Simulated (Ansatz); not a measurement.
**Ge$_{2}$H (H-bridged), doublet in cc-pVTZ: errors against UCCSDT(Q)**

Geometry: a PBE0/def2-TZVP stationary point for this spin, not checked as a minimum.

```yaml
atoms:
  - { symbol: Ge, position_ang: [0.0000, -0.4466, 1.1824] }
  - { symbol: Ge, position_ang: [0.0000, -0.4466, -1.1824] }
  - { symbol: H, position_ang: [0.0000, 0.8933, 0.0000] }
```

Basis cc-pVTZ; Ansatz 0.2.0. Correlated methods freeze the noble-gas cores and the filled d shells of p-block atoms, which leaves 9 electrons in 72 orbitals. Prefix R: restricted or restricted open-shell reference; prefix U: unrestricted. Active spaces: valence = (9e, 9o) chosen from the atoms' valence shells. No spin–orbit coupling is included, and no scalar relativity.

Full CI isn't at hand for all of this; UCCSDT(Q) serves as the reference, and is uncertain by about the last step of the cluster series. The frozen core follows each run's orbitals, which can shift R against U totals by a few meV for light atoms and by up to 0.1 eV past Ca.

The UHF ⟨S²⟩ is 0.759, the T1 diagnostic (RCCSD) is 0.0186 and the largest doubles amplitude (RCCSD) is 0.054. The T1 diagnostic (UCCSD) is 0.0166.

```csv
level,E − E(RHF) (eV)
UHF,-0.0675
UMP2,-4.9178
UCCSD,-5.6634
UCCSD(T),-5.9725
```

Problem. Estimate how far UCCSDT(Q) in cc-pVTZ lies from UCCSD(T). The table doesn't fix it; the size of (T) and the diagnostics are the guide.

Solution. UCCSDT(Q) in cc-pVTZ lies 1.40 kcal/mol below UCCSD(T), which is 20 % of the (T) step (-7.13 kcal/mol). The diagnostics are small and the rest is a small part of (T), but (T) is large here. The miss exceeds 1 kcal/mol.

The other levels:

```json
{"level": "UCCSDT", "E − E(UCCSDT(Q)) (kcal/mol)": "0.52", "share of correlation (%)": "99.63", "wall time": "–"}
```

The correlation energy at UCCSDT(Q), counted from RHF, is -6.033 eV. That run took 19 s on 2 threads of AMD EPYC 7R13 with a shared H100 80 GB, shared host.

Run but not shown, since their state or frozen core can't be matched to the reference's or they repeat it: RHF, RMP2, RCCSD, RCCSD(T), BCCD(T), RCCSDT, RCCSDT(Q), CASSCF (valence space), NEVPT2 (valence space), MRCISD (valence space), MRCISD+Q (valence space), MRCISD+Q(relaxed) (valence space).

Times hold each run's SCF and search for its determinant on a shared host, so for small cases they say little of a method's own cost; they ran on 1 thread of AMD EPYC 7R13.

Natural occupations of CASSCF (valence space) about the gap: 1.984 1.965 1.956 1.941 0.985 0.055 0.046 0.034 0.032; effectively unpaired electrons, Σ n²(2−n)², 1.05.

Atomization energy (electronic, same basis, no zero-point term; atoms at the same level, unrestricted beside the R rows where the molecule is a closed shell, but restricted open-shell past Ca, as are all atoms' steps beyond CCSDT(Q)) at UCCSDT(Q): 538.5 kJ/mol. Errors of other levels:

| level | error (kJ/mol) |
| --- | --- |
| UHF | -203.5 |
| UMP2 | -17.3 |
| UCCSD | -22.5 |
| UCCSD(T) | -3.0 |
| UCCSDT | -2.0 |

This basis is far from its limit, so the value isn't to be set against a measured one.
